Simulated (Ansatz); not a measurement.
```yaml
crystal:
  periodic: [false, false, false]
  atoms:
    - {symbol: F, position_ang: [0.829331, -0.865338, 1.928015]}
    - {symbol: B, position_ang: [0.659543, 0.141131, 0.480940]}
    - {symbol: S, position_ang: [-0.868481, -0.172463, -0.684019]}
    - {symbol: H, position_ang: [-0.686406, 0.718520, -1.695044]}
basis:
  gaussian: {orbitals: def2-mTZVPP, point_charges: [{charge: 2.00, position_ang: [5.285, 0.703, 0.152]}]}
magnetization: {spin_polarized: true, initial_magnetization: 1}
hamiltonian: {xc: {name: CCSD(T)}, dispersion: d3bj}
scf: {lower_state_search: full}
output: {forces: true}
```

```sh
$ ansatz run in.yaml --threads 2 --pin off --events-out ev --progress --plain --max-ram 22528MiB --backend cpu
```

It prints (some lines left out):

```
Error: YAML parse error: error: line 11 column 19: hamiltonian.xc: no functional is named "CCSD(T)"; the names, which are not case-sensitive, are SVWN5, SPW92, PBE, PBE0, PBEsol, revPBE, revPBE0, RPBE, rPW86-PBE, HSE06, wPBEh, LC-wPBE, HISS, HF, BLYP, B3LYP, B3LYP5, BHLYP, CAM-B3LYP, r2SCAN, r2SCANh, r2SCAN0, r2SCAN50, m-r2SCAN, B97, wB97, wB97X, wB97X-V, B97M-V, wB97M-V, B2PLYP, B2GP-PLYP, PBE0-DH, PBE-QIDH
 9 |   gaussian: {orbitals: def2-mTZVPP, point_charges: [{charge: 2.00, position_ang: [5…
10 | magnetization: {spin_polarized: true, initial_magnetization: 1}
11 | hamiltonian: {xc: {name: CCSD(T)}, dispersion: d3bj}
12 | scf: {lower_state_search: full}
13 | output: {forces: true}
```

In this input the method's name isn't one that the program takes here. The program refused the input.
